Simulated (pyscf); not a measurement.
Single points on ωB97X-D3(BJ)/def2-SVPD structures (PySCF, gas phase).

Task: `[F-]` + `[Cl][CH2][Cl]` -> `[F][CH2][Cl]` + `[Cl-]`
Surface: singlet. Broken: C–Cl. Formed: C–F. Give ΔE‡ and ΔE from PBE/def2-TZVPD, relative to the separated reactants.

Result: ΔE‡ = -72.0 kJ/mol, ΔE = -141.7 kJ/mol. CCSD(T)/def2-TZVPPD + ΔMP2(QZVPPD) gives -48.9 kJ/mol and -152.9 kJ/mol. Zero-point energy shifts the barrier by -0.9 kJ/mol. It is a substitution at C, with an imaginary mode of 528i cm⁻¹. On the reactant side the descent ends in a bound adduct, 99.9 kJ/mol under the separated species and 58.9 kJ/mol under the saddle at ωB97X-D3(BJ)/def2-TZVPD. On the product side the descent ends in a bound adduct, 52.9 kJ/mol under the separated species and 159.0 kJ/mol under the saddle at ωB97X-D3(BJ)/def2-TZVPD. At PBE the saddle lies under the separated reactants, which points to a path from their complex (located at ωB97X-D3(BJ) alone). This is the saddle that the search found; another between the same sides may lie lower. The angle at the attacked C is 164°. The CCSD(T) − MP2 part came from Ansatz, without density fitting, on the same reference.
